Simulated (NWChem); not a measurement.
Program: NWChem. System: Li₂, charge 0, spin multiplicity 1, at a geometry optimised with PBE0/def2-SVP. The structure started from a generated list of species. Level: TD-PBE0/6-31G* (spherical d).

Input file:

```
start mol
memory heap 200 mb stack 900 mb global 1100 mb
geometry units angstroms nocenter noautoz noautosym
  Li     0.000000     0.000000     1.393559
  Li     0.000000     0.000000    -1.393559
end
basis spherical
  * library 6-31g*
end
dft
  xc pbe0
  semidirect memsize 60000000 filesize 0
  iterations 100
end
tddft
  rpa
  nroots 10
  notriplet
end
task tddft energy
```

NWChem printed:

```
             Northwest Computational Chemistry Package (NWChem) 7.3.0
             --------------------------------------------------------

                                NWChem Input Module
                                -------------------

 Scaling coordinates for geometry "geometry" by  1.889725989
 (inverse scale =  0.529177249)

                             Geometry "geometry" -> ""
                             -------------------------

 Output coordinates in angstroms (scale by  1.889725989 to convert to a.u.)

  No.       Tag          Charge          X              Y              Z
 ---- ---------------- ---------- -------------- -------------- --------------
    1 Li                   3.0000     0.00000000     0.00000000     1.39355900
    2 Li                   3.0000     0.00000000     0.00000000    -1.39355900

 Effective nuclear repulsion energy (a.u.)       1.7087885195

            Nuclear Dipole moment (a.u.)
            ----------------------------
        X                 Y               Z
 ---------------- ---------------- ----------------
     0.0000000000     0.0000000000     0.0000000000


 Summary of "ao basis" -> "" (spherical)
 ------------------------------------------------------------------------------
       Tag                 Description            Shells   Functions and Types
 ---------------- ------------------------------  ------  ---------------------
 *                           6-31g*                   on all atoms

                                 NWChem DFT Module
                                 -----------------

 Summary of "ao basis" -> "ao basis" (spherical)
 ------------------------------------------------------------------------------
       Tag                 Description            Shells   Functions and Types
 ---------------- ------------------------------  ------  ---------------------
 Li                          6-31g*                  6       14   3s2p1d

 Summary of "ao basis" -> "ao basis" (spherical)
 ------------------------------------------------------------------------------
       Tag                 Description            Shells   Functions and Types
 ---------------- ------------------------------  ------  ---------------------
 Li                          6-31g*                  6       14   3s2p1d

            General Information
            -------------------
          SCF calculation type: DFT
          Wavefunction type:  closed shell.
          No. of atoms     :     2
          No. of electrons :     6
           Alpha electrons :     3
            Beta electrons :     3
          Charge           :     0
          Spin multiplicity:     1
          Use of symmetry is: off; symmetry adaption is: off
          Maximum number of iterations: 100
          AO basis - number of functions:    28
                     number of shells:    12
          Convergence on energy requested:  1.00D-06
          Convergence on density requested:  1.00D-05
          Convergence on gradient requested:  5.00D-04

              XC Information
              --------------
                         PBE0 Method XC Functional
                     Hartree-Fock (Exact) Exchange  0.250
          PerdewBurkeErnzerhof Exchange Functional  0.750
            Perdew 1991 LDA Correlation Functional  1.000 local
           PerdewBurkeErnz. Correlation Functional  1.000 non-local

             Grid Information
             ----------------
          Grid used for XC integration:  medium
          Radial quadrature: Mura-Knowles
          Angular quadrature: Lebedev.
          Tag              B.-S. Rad. Rad. Pts. Rad. Cut. Ang. Pts.
          ---              ---------- --------- --------- ---------
          Li                  1.45       49          13.0       434
          Grid pruning is: on
          Number of quadrature shells:    98
          Spatial weights used:  Erf1

          Convergence Information
          -----------------------
          Convergence aids based upon iterative change in
          total energy or number of iterations.
          Levelshifting, if invoked, occurs when the
          HOMO/LUMO gap drops below (HL_TOL):  1.00D-02
          DIIS, if invoked, will attempt to extrapolate
          using up to (NFOCK): 10 stored Fock matrices.

                    Damping( 0%)  Levelshifting(0.5)       DIIS
                  --------------- ------------------- ---------------
          dE  on:    start            ASAP                start
          dE off:    2 iters        100 iters           100 iters

      Screening Tolerance Information
      -------------------------------
          Density screening/tol_rho:  1.00D-10
          AO Gaussian exp screening on grid/accAOfunc:  14
          CD Gaussian exp screening on grid/accCDfunc:  20
          XC Gaussian exp screening on grid/accXCfunc:  20
          Schwarz screening/accCoul:  1.00D-08

      Superposition of Atomic Density Guess
      -------------------------------------

 Sum of atomic energies:         -14.86246989

      Non-variational initial energy
      ------------------------------

 Total energy =     -14.794926
 1-e energy   =     -22.844987
 2-e energy   =       6.341272
 HOMO         =      -0.155014
 LUMO         =      -0.016562

------------------------------------------------------------
EAF file 0: "./mol.aoints.0" size=524288 bytes
------------------------------------------------------------
               write      read    awrite     aread      wait
               -----      ----    ------     -----      ----
     calls:        1         0         0         0         0
[...]
     Transition Moments    X  1.97016   Y -1.96989   Z  0.00000
     Transition Moments   XX -0.00000  XY  0.00000  XZ  0.00000
     Transition Moments   YY  0.00000  YZ -0.00000  ZZ -0.00000
     Dipole Oscillator Strength                    0.5121540899
     Electric Quadrupole                           0.0000000000
     Magnetic Dipole                               0.0000000000
     Total Oscillator Strength                     0.5121540899

          sigma_e =   3.1540 Angstrom
          sigma_h =   2.2526 Angstrom
         |d_h->e| =   0.0000 Angstrom
            d_exc =   3.8757 Angstrom
            d_CD1 =   0.9014 Angstrom
            d_CD2 =  -2.7033 Angstrom
            d_CD3 =   3.8757 Angstrom
     Pearson C.C. =   0.0001

     Occ.    3  a   ---  Virt.    5  a   -1.00907 X
     Occ.    3  a   ---  Virt.    5  a    0.14465 Y
     Occ.    3  a   ---  Virt.   13  a    0.06984 X
     Occ.    3  a   ---  Virt.   13  a    0.05198 Y
  ----------------------------------------------------------------------------
  Root   3 singlet a              0.098973436 a.u.                2.6932 eV
  ----------------------------------------------------------------------------
     Transition Moments    X -1.96989   Y -1.97016   Z  0.00000
     Transition Moments   XX  0.00000  XY  0.00000  XZ -0.00000
     Transition Moments   YY  0.00000  YZ -0.00000  ZZ -0.00000
     Dipole Oscillator Strength                    0.5121540900
     Electric Quadrupole                           0.0000000000
     Magnetic Dipole                               0.0000000000
     Total Oscillator Strength                     0.5121540900

          sigma_e =   3.1540 Angstrom
          sigma_h =   2.2526 Angstrom
         |d_h->e| =   0.0000 Angstrom
            d_exc =   3.8757 Angstrom
            d_CD1 =   0.9014 Angstrom
            d_CD2 =  -2.7033 Angstrom
            d_CD3 =   3.8757 Angstrom
     Pearson C.C. =   0.0001

     Occ.    3  a   ---  Virt.    6  a    1.00907 X
     Occ.    3  a   ---  Virt.    6  a   -0.14465 Y
     Occ.    3  a   ---  Virt.   12  a   -0.06984 X
     Occ.    3  a   ---  Virt.   12  a   -0.05198 Y
  ----------------------------------------------------------------------------
  Root   4 singlet a              0.106500960 a.u.                2.8980 eV
  ----------------------------------------------------------------------------
     Transition Moments    X  0.00000   Y  0.00000   Z  0.00000
     Transition Moments   XX -0.03066  XY  0.00000  XZ -0.00000
     Transition Moments   YY -0.03066  YZ -0.00000  ZZ-15.01206
     Dipole Oscillator Strength                    0.0000000000
     Electric Quadrupole                           0.0000004813
     Magnetic Dipole                               0.0000000000
     Total Oscillator Strength                     0.0000004813

          sigma_e =   3.5018 Angstrom
          sigma_h =   2.2525 Angstrom
         |d_h->e| =   0.0000 Angstrom
            d_exc =   4.1635 Angstrom
            d_CD1 =   1.2493 Angstrom
            d_CD2 =  -2.8772 Angstrom
            d_CD3 =   4.1635 Angstrom
     Pearson C.C. =   0.0001

     Occ.    3  a   ---  Virt.    7  a    0.99730 X
     Occ.    3  a   ---  Virt.    7  a   -0.07385 Y
     Occ.    3  a   ---  Virt.   11  a    0.07865 X
     Occ.    3  a   ---  Virt.   11  a    0.05192 Y
     Occ.    3  a   ---  Virt.   14  a    0.08815 X
  ----------------------------------------------------------------------------
  Root   5 singlet a              0.123251638 a.u.                3.3538 eV
  ----------------------------------------------------------------------------
     Transition Moments    X  0.00000   Y -0.00000   Z -0.00000
     Transition Moments   XX  0.00000  XY -0.00000  XZ -6.74409
     Transition Moments   YY -0.00000  YZ  6.75858  ZZ -0.00000
     Dipole Oscillator Strength                    0.0000000000
     Electric Quadrupole                           0.0000009089
     Magnetic Dipole                               0.0000000148
     Total Oscillator Strength                     0.0000009237

          sigma_e =   3.5316 Angstrom
          sigma_h =   2.2527 Angstrom
         |d_h->e| =   0.0000 Angstrom
            d_exc =   4.1888 Angstrom
            d_CD1 =   1.2789 Angstrom
            d_CD2 =  -2.8921 Angstrom
            d_CD3 =   4.1888 Angstrom
     Pearson C.C. =   0.0000

     Occ.    3  a   ---  Virt.    8  a    1.00004 X
  ----------------------------------------------------------------------------
  Root   6 singlet a              0.123251638 a.u.                3.3538 eV
  ----------------------------------------------------------------------------
     Transition Moments    X -0.00000   Y -0.00000   Z  0.00000
     Transition Moments   XX -0.00000  XY -0.00000  XZ  6.75858
     Transition Moments   YY -0.00000  YZ  6.74409  ZZ -0.00000
     Dipole Oscillator Strength                    0.0000000000
     Electric Quadrupole                           0.0000009089
     Magnetic Dipole                               0.0000000148
     Total Oscillator Strength                     0.0000009237

          sigma_e =   3.5316 Angstrom
          sigma_h =   2.2527 Angstrom
         |d_h->e| =   0.0000 Angstrom
            d_exc =   4.1888 Angstrom
            d_CD1 =   1.2789 Angstrom
            d_CD2 =  -2.8921 Angstrom
            d_CD3 =   4.1888 Angstrom
     Pearson C.C. =   0.0000

     Occ.    3  a   ---  Virt.    9  a   -1.00004 X
  ----------------------------------------------------------------------------
  Root   7 singlet a              0.180444203 a.u.                4.9101 eV
  ----------------------------------------------------------------------------
     Transition Moments    X -0.00000   Y -0.00000   Z -0.29576
     Transition Moments   XX -0.00000  XY -0.00000  XZ -0.00000
     Transition Moments   YY -0.00000  YZ -0.00000  ZZ  0.00000
     Dipole Oscillator Strength                    0.0105230438
     Electric Quadrupole                           0.0000000000
     Magnetic Dipole                               0.0000000000
     Total Oscillator Strength                     0.0105230438

          sigma_e =   4.3202 Angstrom
          sigma_h =   2.2528 Angstrom
         |d_h->e| =   0.0000 Angstrom
            d_exc =   4.8723 Angstrom
            d_CD1 =   2.0674 Angstrom
            d_CD2 =  -3.2865 Angstrom
            d_CD3 =   4.8723 Angstrom
     Pearson C.C. =  -0.0000

     Occ.    3  a   ---  Virt.    4  a    0.11791 X
     Occ.    3  a   ---  Virt.    4  a   -0.08632 Y
     Occ.    3  a   ---  Virt.   10  a    0.99667 X
  ----------------------------------------------------------------------------
  Root   8 singlet a              0.210524933 a.u.                5.7287 eV
  ----------------------------------------------------------------------------
     Transition Moments    X  0.00000   Y  0.00000   Z  0.00000
     Transition Moments   XX -2.13661  XY  0.00000  XZ -0.00000
     Transition Moments   YY -2.13661  YZ -0.00000  ZZ  4.54067
     Dipole Oscillator Strength                    0.0000000000
     Electric Quadrupole                           0.0000007384
     Magnetic Dipole                               0.0000000000
     Total Oscillator Strength                     0.0000007384

          sigma_e =   3.8559 Angstrom
          sigma_h =   2.2526 Angstrom
         |d_h->e| =   0.0000 Angstrom
            d_exc =   4.4654 Angstrom
            d_CD1 =   1.6033 Angstrom
            d_CD2 =  -3.0542 Angstrom
            d_CD3 =   4.4654 Angstrom
     Pearson C.C. =   0.0001

     Occ.    3  a   ---  Virt.    7  a    0.06944 X
     Occ.    3  a   ---  Virt.    7  a   -0.05524 Y
     Occ.    3  a   ---  Virt.   11  a   -0.98771 X
     Occ.    3  a   ---  Virt.   14  a    0.15164 X
  ----------------------------------------------------------------------------
  Root   9 singlet a              0.216314249 a.u.                5.8862 eV
  ----------------------------------------------------------------------------
     Transition Moments    X  0.14864   Y  0.14912   Z -0.00000
     Transition Moments   XX -0.00000  XY -0.00000  XZ  0.00000
     Transition Moments   YY -0.00000  YZ  0.00000  ZZ -0.00000
     Dipole Oscillator Strength                    0.0063927815
     Electric Quadrupole                           0.0000000000
     Magnetic Dipole                               0.0000000000
     Total Oscillator Strength                     0.0063927815

          sigma_e =   3.4646 Angstrom
          sigma_h =   2.2526 Angstrom
         |d_h->e| =   0.0000 Angstrom
            d_exc =   4.1323 Angstrom
            d_CD1 =   1.2120 Angstrom
            d_CD2 =  -2.8586 Angstrom
            d_CD3 =   4.1323 Angstrom
     Pearson C.C. =   0.0001

     Occ.    3  a   ---  Virt.    6  a    0.07788 X
     Occ.    3  a   ---  Virt.    6  a   -0.06276 Y
     Occ.    3  a   ---  Virt.   12  a    0.99875 X
  ----------------------------------------------------------------------------
  Root  10 singlet a              0.216314249 a.u.                5.8862 eV
  ----------------------------------------------------------------------------
     Transition Moments    X -0.14912   Y  0.14864   Z  0.00000
     Transition Moments   XX  0.00000  XY -0.00000  XZ -0.00000
     Transition Moments   YY -0.00000  YZ  0.00000  ZZ  0.00000
     Dipole Oscillator Strength                    0.0063927815
     Electric Quadrupole                           0.0000000000
     Magnetic Dipole                               0.0000000000
     Total Oscillator Strength                     0.0063927815

          sigma_e =   3.4646 Angstrom
          sigma_h =   2.2526 Angstrom
         |d_h->e| =   0.0000 Angstrom
            d_exc =   4.1323 Angstrom
            d_CD1 =   1.2120 Angstrom
            d_CD2 =  -2.8586 Angstrom
            d_CD3 =   4.1323 Angstrom
     Pearson C.C. =   0.0001

     Occ.    3  a   ---  Virt.    5  a   -0.07788 X
     Occ.    3  a   ---  Virt.    5  a    0.06276 Y
     Occ.    3  a   ---  Virt.   13  a   -0.99875 X

              Target root =      1
          Target symmetry = none
      Ground state energy =    -14.960465880040
        Excitation energy =      0.075027231533
     Excited state energy =    -14.885438648507

  stored tddft:energy   -14.885438648507220

 Task  times  cpu:        2.0s     wall:        2.0s

 Total times  cpu:        2.0s     wall:        2.0s
```
